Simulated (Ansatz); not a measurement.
System: HgS (P3₂21, No. 154). Method: PBE-D3(BJ) in Ansatz (PAW).

Numerical settings: plane-wave cutoff 520 eV, 12×12×4 k mesh (along the axes of the cell as run), Fermi–Dirac smearing 0.01 eV, scalar-relativistic PAW data made under PBE.

On both sides of the equilibrium volume: at 23.292 Å³/atom the pressure is 0.47 GPa and the direct gap at Γ 1.221 eV; at 24.243 Å³/atom they are -0.40 GPa and 1.369 eV. The fitted bulk modulus is 21.8 GPa.

Work out the volume deformation potential of this gap and its pressure coefficient, in two ways.

a_V = dE_g/d ln V = (1.369 − 1.221)/ln(24.243/23.292) = 3.70 eV. Since dP = −B d ln V, dE_g/dP = −a_V/B = -170 meV/GPa. Straight from the pressures: (1.221 − 1.369)/(0.47 − (-0.40)) = -170 meV/GPa. At this level and over this range the gap at Γ narrows under pressure.

Spin–orbit coupling is not included.

Note: the bulk modulus comes from volumes at which shape and atoms were relaxed.

Ansatz is a quantum-chemistry and plane-wave program.
